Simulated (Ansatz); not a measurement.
## What a trial cell of LiTi3 relaxes into

Level of theory: DFT PBE, scalar-relativistic, plane waves, PAW (Ansatz 0.2.0). Cutoff 420 eV, Γ-centred k mesh, Gaussian smearing, no spin polarisation in the final step.

LiTi3 was placed on the TiAl3 (D0_22) structure type (I4/mmm, No. 139), with Li in place of Ti, Ti in place of Al, at a guessed volume.

```yaml
crystal:
  lattice:
    - [-1.84312, 1.84312, 4.11710]
    - [1.84312, -1.84312, 4.11710]
    - [1.84312, 1.84312, -4.11710]
  atoms:
    - { symbol: Li, position: [0.00000, 0.00000, 0.00000] }
    - { symbol: Ti, position: [0.50000, 0.50000, 0.00000] }
    - { symbol: Ti, position: [0.25000, 0.75000, 0.50000] }
    - { symbol: Ti, position: [0.75000, 0.25000, 0.50000] }
```

Cell and atoms relax at zero pressure; the relaxation can't lower the symmetry of the start. After a coarse first stage the cell is made exact in the group found at 0.06 Å.

Energies over the elements count from the elements' standard structures at the same level, with no empirical corrections.

What does it relax into?

It keeps I4/mmm (No. 139). The result has the TiAl3 (D0_22) structure. Conventional cell: a = 4.015 Å, c = 8.234 Å. Li is coordinated by 12 Ti at 2.84–2.88 Å; Ti on Wyckoff site b (1 atom of the primitive cell) has 4 Li at 2.84 Å and 8 Ti at 2.88 Å; Ti on Wyckoff site d (2 atoms of the primitive cell) is coordinated by 8 Ti at 2.84–2.88 Å and 4 Li at 2.88 Å.

```
Li Ti
1.0
    -2.00769    2.00769    4.11698
     2.00769   -2.00769    4.11698
     2.00769    2.00769   -4.11698
Li Ti
1 3
Direct
  0.00000 0.00000 0.00000
  0.50000 0.50000 0.00000
  0.25000 0.75000 0.50000
  0.75000 0.25000 0.50000
```

What are its volume, energy, density and gap?

The volume per atom is 16.59 Å³, the density is 3.77 g/cm³ and the energy over the elements is 0.27 eV/atom. The gap on the 16×16×16 mesh is 0 eV (a metal).

The final run used a 16×16×16 mesh on its 4-atom cell and 0.10 eV smearing. The k mesh leaves about 4 meV/atom of noise in metals. Symmetry constrained the relaxation, so the result can be a saddle point. The steps took of the order of 3 core-minutes in all.